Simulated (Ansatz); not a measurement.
# The cluster Hf₃−: the relaxed shape and its frontier levels

What does the cluster Hf₃− look like as a doublet, and where do its frontier electrons sit?

The runs use Ansatz 0.2.0, Gaussian basis; UKS PBE0-D4/def2-TZVPD.

Plan: relaxation at PBE-D4/def2-TZVPD; a single point at PBE0-D4/def2-TZVPD.

2 further runs of the same task are left out: 2 set aside as unsound or not needed. Runs told in other sessions of the task aren't counted.

### 1 Where the work starts

3 atoms, charge -1, spin multiplicity 2.

Atoms are counted from 1 here; the program's logs count them from 0.

Bond lengths: Hf1–Hf2 2.815 Å, Hf1–Hf3 2.815 Å, Hf2–Hf3 2.815 Å. Angles: Hf2–Hf1–Hf3 60.0°, Hf1–Hf2–Hf3 60.0°, Hf1–Hf3–Hf2 60.0°.

Coordinates:

```xyz
3
charge -1, multiplicity 2
Hf   -1.2623    1.0189   -0.0961
Hf    0.5073   -0.7925   -1.3249
Hf    0.7550   -0.2264    1.4210
```

Hf takes a core potential in the def2 sets. No spin-orbit coupling is included. The ion is computed in the gas phase, without counter-ions or solvent.

The start is a GFN1-xTB geometry.

### 2 Relaxation at PBE-D4/def2-TZVPD

File in.yaml:

```yaml
crystal:
  periodic: [false, false, false]
  atoms:
    - {symbol: Hf, position_ang: [-1.262300, 1.018850, -0.096120]}
    - {symbol: Hf, position_ang: [0.507270, -0.792490, -1.324930]}
    - {symbol: Hf, position_ang: [0.755030, -0.226370, 1.421050]}
basis:
  gaussian: {orbitals: def2-TZVPD}
total_charge: -1
magnetization: {spin_polarized: true, initial_magnetization: 1}
hamiltonian: {xc: pbe, dispersion: d4}
scf: {lower_state_search: "off"}
output: {orbitals: {seedname: orbitals}}
relax: {f_tol: 0.02, max_steps: 100}
```

On the command line:

```
> ansatz run in.yaml --threads 4 --pin off --events-out ev --progress --plain --max-ram 3916MiB
```

After this run come: Single point, PBE0-D4/def2-TZVPD.

**Question.** What will the summary of the whole plan be? Wanted: point group; commonest bond; HOMO, LUMO at PBE0-D4/def2-TZVPD; ⟨S²⟩.

**Answer**, as computed:

| quantity | value |
| --- | --- |
| point group | C2v |
| commonest bond | Hf–Hf, 3 of mean length 2.724 Å |
| HOMO, LUMO at PBE0-D4/def2-TZVPD (over both spins) | 0.22, 1.83 eV |
| ⟨S²⟩ | 1.923 |

**Reading.** The molecule keeps its bonding pattern by the stored test; the atoms moved 0.09 Å (rms). No usable vibrations, so a minimum isn't proven. The alpha HOMO lies nearest to Hf1, Hf3 about 46 % each; Hf2 9 % and the alpha LUMO to Hf2 52 %; Hf1, Hf3 about 24 % each (shares on a coarse grid); over both spins the HOMO of beta spin, not drawn, take the frontier's place. Doubts on the single point: spin contamination, highest occupied level lies above zero. Whether this spin is the lowest isn't tested here.

The anion's highest level is positive in at least one run, so there the basis alone may hold the extra electron.
